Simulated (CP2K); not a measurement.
# singlet PO+: levels of theory compared

Aim: a comparison of 6 runs (HF/STO-3G, HF/3-21G, Pade/SZV-MOLOPT-SR-GTH, B3LYP/6-31G*, PM3, PM6) of singlet PO+. 

The results are computed with CP2K 2026.2.

11 further runs of the same task are left out: 7 that didn't finish, 4 set aside as unsound or not needed.

## (1) The molecule

PO+: 2 atoms, total charge +1, spin state singlet. SMILES of the parent species: `O=[P]`. The coordinates come from a PBE0-D4/def2-TZVP relaxation. That shape belongs to the parent species and isn't relaxed for this state.

Bond lengths: O1–P2 1.474 Å.

## (2) The energy at HF/STO-3G (run 1)

qs.inp reads:

```
&FORCE_EVAL
 METHOD QUICKSTEP
 &DFT
  BASIS_SET_FILE_NAME ./sto_3g.basis
  POTENTIAL_FILE_NAME POTENTIAL
  CHARGE 1
  &QS
   METHOD GAPW
   EPS_DEFAULT 1.0E-10
  &END QS
  &MGRID
   CUTOFF 280
   REL_CUTOFF 50
   NGRIDS 4
  &END MGRID
  &POISSON
   PERIODIC NONE
   POISSON_SOLVER MULTIPOLE
  &END POISSON
  &SCF
   SCF_GUESS ATOMIC
   EPS_SCF 1.0E-06
   MAX_SCF 30
   &OT
    MINIMIZER DIIS
    PRECONDITIONER FULL_ALL
   &END OT
   &OUTER_SCF
    EPS_SCF 1.0E-06
    MAX_SCF 5
   &END OUTER_SCF
  &END SCF
  &XC
   &XC_FUNCTIONAL NONE
   &END XC_FUNCTIONAL
   &HF
    FRACTION 1
    &SCREENING
     EPS_SCHWARZ 1.0E-10
    &END SCREENING
    &MEMORY
     MAX_MEMORY 1050
    &END MEMORY
   &END HF
  &END XC
  &PRINT
   &MOMENTS
    PERIODIC F
    REFERENCE COM
    MAX_MOMENT 1
   &END MOMENTS
   &MO_CUBES
    NLUMO 3
    NHOMO -1
    WRITE_CUBE F
   &END MO_CUBES
   &LOWDIN ON
   &END LOWDIN
   &HIRSHFELD OFF
   &END HIRSHFELD
  &END PRINT
 &END DFT
 &SUBSYS
  &CELL
   ABC 7 7 8.5
   PERIODIC NONE
  &END CELL
  &COORD
   O      0.000000     0.000000    -0.009450
   P      0.000000     0.000000     1.464540
  &END COORD
  &TOPOLOGY
   &CENTER_COORDINATES
   &END CENTER_COORDINATES
  &END TOPOLOGY
  &KIND O
   BASIS_SET STO-3G
   POTENTIAL ALL
   LEBEDEV_GRID 194
   RADIAL_GRID 100
  &END KIND
  &KIND P
   BASIS_SET STO-3G
   POTENTIAL ALL
   LEBEDEV_GRID 194
   RADIAL_GRID 100
  &END KIND
 &END SUBSYS
&END FORCE_EVAL

&GLOBAL
 PROJECT_NAME qs
 RUN_TYPE ENERGY
 PRINT_LEVEL MEDIUM
&END GLOBAL
```

Command:

```console
$ OMP_NUM_THREADS=1 cp2k.psmp qs.inp > qs.out
```

Log:

```text
CP2K| version string:                                       CP2K version 2026.2
[...]
 GLOBAL| Method name                                                        CP2K
[...]
 GLOBAL| Run type                                                         ENERGY
[...]
 DFT| Spin restricted Kohn-Sham (RKS) calculation                            RKS
 DFT| Multiplicity                                                             1
[...]
 DFT| Charge                                                                   1
[...]
 QS| Method:                                                                GAPW
[...]
 QS| Density cutoff [a.u.]:                                                140.0
[...]
 QS| Relative density cutoff [a.u.]:                                        25.0
[...]
                             - Atoms:                                          2
[...]
                             - Spherical basis functions:                     14
[...]
 Number of electrons:                                                         22
[...]
     1 OT DIIS     0.15E+00    0.3     1.01901679      -392.1701153785 -3.92E+02
[...]
    11 OT DIIS     0.15E+00    0.1     0.00000065      -410.4965665925 -1.59E-11
  *** SCF run converged in    11 steps ***
[...]
  Overlap energy of the core charge distribution:               0.00000085409744
  Self energy of the core charge distribution:               -220.51786010954896
  Core Hamiltonian energy:                                   -195.32265240740151
  Hartree energy:                                              34.33135973851442
  Exchange-correlation energy:                                  0.00000000000000
  Hartree-Fock Exchange energy:                               -30.54678016043137
[...]
                     Mulliken Population Analysis
 #  Atom  Element  Kind  Atomic population                           Net charge
       1     O        1          8.178913                             -0.178913
       2     P        2         13.821087                              1.178913
 # Total charge                             22.000000                  1.000000
[...]
  Dipole moment [Debye]
    X= -0.2335438E-05 Y= -0.6480023E-06 Z=  0.2435839E+01  Total=      2.4358394
[...]
 HOMO - LUMO gap [eV] :   16.155014
 ENERGY| Total FORCE_EVAL ( QS ) energy [hartree]           -410.496566592512067
[...]
```

Wall time 5.1 s (1 thread of Arm Neoverse V1, shared host); peak memory 0.3 GiB.

## (3) The energy at HF/3-21G (run 2)

molecule.xyz reads:

```xyz
2

O      0.000000     0.000000    -0.009450
P      0.000000     0.000000     1.464540
```

gas.inp reads:

```
&GLOBAL
   PROJECT_NAME gas
   RUN_TYPE ENERGY
   PRINT_LEVEL MEDIUM
&END

&FORCE_EVAL
   METHOD Quickstep
   &DFT
      BASIS_SET_FILE_NAME ./3_21g.basis
      POTENTIAL_FILE_NAME POTENTIAL
      CHARGE 1
      ! Quickstep
      &QS
         METHOD GAPW
         EPS_DEFAULT 1.0E-10
      &END
      ! plane-wave cutoff in Ry
      &MGRID
         CUTOFF 280
         REL_CUTOFF 50
         NGRIDS 4
      &END
      ! cluster boundary conditions
      &POISSON
         PERIODIC NONE
         POISSON_SOLVER MULTIPOLE
      &END
      ! SCF settings
      &SCF
         SCF_GUESS ATOMIC
         EPS_SCF 1.0E-07
         MAX_SCF 100
         ADDED_MOS 5
         &DIAGONALIZATION
            ALGORITHM STANDARD
         &END
         &MIXING
            METHOD DIRECT_P_MIXING
            ALPHA 0.4
         &END
      &END
      &XC
         &XC_FUNCTIONAL NONE
         &END
         &HF
            FRACTION 1
            &SCREENING
               EPS_SCHWARZ 1.0E-10
            &END
            &MEMORY
               MAX_MEMORY 1050
            &END
         &END
      &END
      &PRINT
         &MOMENTS
            PERIODIC F
            REFERENCE COM
            MAX_MOMENT 1
         &END
         &MO ON
            ENERGIES T
            OCCUPATION_NUMBERS T
            NDIGITS 6
            &EACH
               QS_SCF 0
            &END
            ADD_LAST NUMERIC
         &END
         &LOWDIN ON
         &END
         &HIRSHFELD OFF
         &END
      &END
   &END
   &SUBSYS
      ! box in angstrom
      &CELL
         ABC 7 7 8.5
         PERIODIC NONE
      &END
      &TOPOLOGY
         COORD_FILE_NAME molecule.xyz
         COORD_FILE_FORMAT XYZ
         &CENTER_COORDINATES
         &END
      &END
      &KIND O
         BASIS_SET 3-21G
         POTENTIAL ALL
         LEBEDEV_GRID 194
         RADIAL_GRID 100
      &END
      &KIND P
         BASIS_SET 3-21G
         POTENTIAL ALL
         LEBEDEV_GRID 194
         RADIAL_GRID 100
      &END
   &END
&END
```

Command:

```console
$ OMP_NUM_THREADS=1 cp2k.psmp gas.inp > gas.out
```

Log:

```text
CP2K| version string:                                       CP2K version 2026.2
[...]
 GLOBAL| Method name                                                        CP2K
[...]
 GLOBAL| Run type                                                         ENERGY
[...]
 DFT| Spin restricted Kohn-Sham (RKS) calculation                            RKS
 DFT| Multiplicity                                                             1
[...]
 DFT| Charge                                                                   1
[...]
 QS| Method:                                                                GAPW
[...]
 QS| Density cutoff [a.u.]:                                                140.0
[...]
 QS| Relative density cutoff [a.u.]:                                        25.0
[...]
                             - Atoms:                                          2
[...]
                             - Spherical basis functions:                     22
[...]
 Number of electrons:                                                         22
[...]
     1 P_Mix/Diag. 0.40E+00    0.3     0.33073357      -401.9559321681 -4.02E+02
[...]
    14 DIIS/Diag.  0.71E-07    0.1     0.00000003      -413.0872560336 -5.68E-14
  *** SCF run converged in    14 steps ***
[...]
  Overlap energy of the core charge distribution:               0.00000085409744
  Self energy of the core charge distribution:               -220.51786010954896
  Core Hamiltonian energy:                                   -198.83971087675565
  Hartree energy:                                              37.50418341469520
  Exchange-correlation energy:                                  0.00000000000000
  Hartree-Fock Exchange energy:                               -30.41322080633586
[...]
                     Mulliken Population Analysis
 #  Atom  Element  Kind  Atomic population                           Net charge
       1     O        1          8.464701                             -0.464701
       2     P        2         13.535299                              1.464701
 # Total charge                             22.000000                  1.000000
[...]
  Dipole moment [Debye]
    X=  0.7972266E-09 Y=  0.7972286E-09 Z=  0.3879676E+01  Total=      3.8796760
 ENERGY| Total FORCE_EVAL ( QS ) energy [hartree]           -413.087256033601932
[...]
```

Wall time 2.2 s (1 thread of Arm Neoverse V1, shared host); peak memory 0.3 GiB.

Runs 3 to 5 aren't shown in full; the table further down has their settings and results.

## (4) A single-point energy at PM6 (run 6)

molecule.inp reads:

```
&GLOBAL
  PROJECT molecule
  RUN_TYPE ENERGY
  PRINT_LEVEL MEDIUM
&END

&FORCE_EVAL
  METHOD QS
  &DFT
    CHARGE 1
    &QS
      METHOD PM6
      EPS_DEFAULT 1.0E-10
      &SE
        &COULOMB
          CUTOFF [angstrom] 50
          RC_RANGE [angstrom] 0
        &END
        &EXCHANGE
          CUTOFF [angstrom] 50
          RC_RANGE [angstrom] 0
        &END
      &END
    &END
    &POISSON
      PERIODIC NONE
      POISSON_SOLVER ANALYTIC
    &END
    &SCF
      SCF_GUESS ATOMIC
      EPS_SCF 1.0E-07
      MAX_SCF 100
      &DIAGONALIZATION
        ALGORITHM STANDARD
      &END
      &MIXING
        METHOD DIRECT_P_MIXING
        ALPHA 0.4
      &END
    &END
    &PRINT
      &MOMENTS
        PERIODIC F
        REFERENCE COM
        MAX_MOMENT 1
      &END
      &MO ON
        ENERGIES T
        OCCUPATION_NUMBERS T
        NDIGITS 6
        &EACH
          QS_SCF 0
        &END
        ADD_LAST NUMERIC
      &END
      &HIRSHFELD OFF
      &END
    &END
  &END
  &SUBSYS
    &CELL
      ABC 16 16 17.5
      PERIODIC NONE
    &END
    &COORD
      SCALED T
      O    0.50000000   0.50000000   0.45788600
      P    0.50000000   0.50000000   0.54211400
    &END
  &END
&END
```

Command:

```console
$ OMP_NUM_THREADS=1 cp2k.psmp molecule.inp > molecule.out
```

Log:

```text
CP2K| version string:                                       CP2K version 2026.2
[...]
 GLOBAL| Method name                                                        CP2K
[...]
 GLOBAL| Run type                                                         ENERGY
[...]
                             - Atoms:                                          2
[...]
                             - Spherical basis functions:                     13
[...]
 Number of electrons:                                                         10
[...]
     1 P_Mix/Diag. 0.40E+00    0.0     0.90169557       -15.3172596878 -1.53E+01
[...]
    14 DIIS/Diag.  0.74E-07    0.0     0.00000003       -15.6151675934 -1.65E-12
  *** SCF run converged in    14 steps ***
  Core-core repulsion energy [eV]:                            221.85222826044770
  Core Hamiltonian energy [eV]:                              -675.10837386178139
  Two-electron integral energy [eV]:                           56.69165246607798
  Electronic energy [eV]:                                    -646.76254762874237
  Total energy [eV]:                                         -424.91031936829478
  Atomic reference energy [eV]:                               432.65489857749833
  Heat of formation [kcal/mol]:                               178.59425344175816
[...]
 SE_DIPOLE| Moment [Debye]          0.00000000      -0.00000000      -2.68250470
 SE_DIPOLE| Derivative [a.u.]       0.00000000       0.00000000       0.00000000
 ENERGY| Total FORCE_EVAL ( QS ) energy [hartree]            -15.615167593393716
[...]
```

Run time: 0.26 s. Hardware: 1 thread of Arm Neoverse V1, shared host.

## (5) The series

```tsv
run	level	SCF convergence threshold	iteration cap	energy (Eh)	HOMO energy (eV)	LUMO energy (eV)	HOMO–LUMO gap (eV)	wall time
1	HF/STO-3G	1e-06	30	-410.496567	-21.00	-4.85	16.16	5.1 s
2	HF/3-21G	1e-07	100	-413.087256	-23.05	-7.79	15.26	2.2 s
3	Pade/SZV-MOLOPT-SR-GTH (core potential)	1e-06	40	-22.065981	-18.53	-13.95	4.58	3.3 s
4	B3LYP/6-31G* (spherical functions)	1e-07	150	-416.217448	-19.23	-11.66	7.57	14 s
5	PM3	1e-06	100	-14.943841	-17.55	-7.19	10.36	0.28 s
6	PM6	1e-07	100	-15.615168	-19.59	–	–	0.26 s
```

## (6) Outcome

| quantity | value |
| --- | --- |
| run 6: total energy | -15.61517 Eh |
| run 6: HOMO energy | -19.59 eV |
| run 6: heat of formation | 178.6 kcal/mol |

Over runs 1, 2, 3, 4, 5 the HOMO–LUMO gap runs from 4.58 eV (Pade/SZV-MOLOPT-SR-GTH) to 16.16 eV (HF/STO-3G). The two ends differ in method and basis and core potential. Totals of different functionals can't be ranked against each other. Some runs of one species differ in core potentials or relativity; totals across that change don't compare. In runs 1, 3 the basis is minimal, so the values are rough. Force-field and semi-empirical energies have zeros of their own, so their totals don't compare. All runs together took 25 s, the longest 14 s.
